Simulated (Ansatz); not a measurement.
Mulliken charges of CH₂ from PBE/def2-TZVPP in Ansatz (PBE0-D4/def2-TZVP geometry).

| atom | x (Å) | y (Å) | z (Å) | charge (e) |
| --- | --- | --- | --- | --- |
| C1 | 0.000 | 0.000 | 0.178 | -0.212 |
| H2 | 0.000 | 0.862 | -0.525 | 0.106 |
| H3 | 0.000 | -0.862 | -0.525 | 0.106 |

Question: By hand: the dipole of these point charges (1 e Å = 4.8032 D).

Answer: Σ q r = (0.000, 0.000, -0.149) e Å, of length 0.149 e Å = 0.72 D.

Question: How does the dipole of the full density compare? (Estimate.)

Answer: The calculation gave: (0.000, 0.000, -0.381) e Å, 1.83 D; the point charges give 0.39 times that, at 0° from its direction.

Point charges leave out the atoms' own dipoles, such as those of lone pairs, and Mulliken's split depends on the basis, so the two needn't agree.
